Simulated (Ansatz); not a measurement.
`COCC(=N)Cl` at its PBE0-D4/def2-TZVP geometry, where that method's forces vanish. Charge 0, multiplicity 1.

```csv
atom,x (Å),y (Å),z (Å)
C1,-1.0363,-1.3589,-0.7533
O2,-0.0909,-0.7614,0.0969
C3,0.0334,0.6092,-0.1189
C4,1.0592,1.1562,0.8290
N5,1.7233,0.5441,1.6870
Cl6,1.2719,2.8740,0.6197
H7,-1.0628,-2.4208,-0.5121
H8,-0.7582,-1.2375,-1.8081
H9,-2.0360,-0.9317,-0.6021
H10,-0.9178,1.1370,0.0483
H11,0.3500,0.8336,-1.1487
H12,1.4641,-0.4437,1.6624
```

Task: For each bond, give half the difference of the two atoms' forces along it (eV/Å; positive pushes the atoms apart) under PBE-D4, r2SCAN-D4, B3LYP-D4, ωB97M-V in def2-TZVPP. (An estimate is asked.)

Result: Ansatz gave: 
| bond | length (Å) | PBE-D4 | r2SCAN-D4 | B3LYP-D4 | ωB97M-V |
| --- | --- | --- | --- | --- | --- |
| C1–O2 | 1.405 | 0.25 | 0.28 | 0.23 | 0.24 |
| C1–H7 | 1.089 | 0.08 | -0.07 | -0.13 | -0.11 |
| C1–H8 | 1.098 | 0.09 | -0.06 | -0.07 | -0.10 |
| C1–H9 | 1.098 | 0.09 | -0.06 | -0.07 | -0.10 |
| O2–C3 | 1.393 | 0.32 | 0.25 | 0.23 | 0.18 |
| C3–C4 | 1.500 | -0.24 | -0.10 | -0.01 | 0.10 |
| C3–H10 | 1.101 | 0.09 | -0.06 | -0.11 | -0.15 |
| C3–H11 | 1.101 | 0.09 | -0.06 | -0.11 | -0.15 |
| C4–N5 | 1.246 | 0.66 | 0.21 | 0.02 | -0.04 |
| C4–Cl6 | 1.744 | 0.12 | 0.19 | 0.27 | 0.12 |
| N5–H12 | 1.022 | 0.18 | -0.03 | -0.08 | -0.06 |

B3LYP here is the variant with VWN-RPA as its local correlation; programs differ in this.
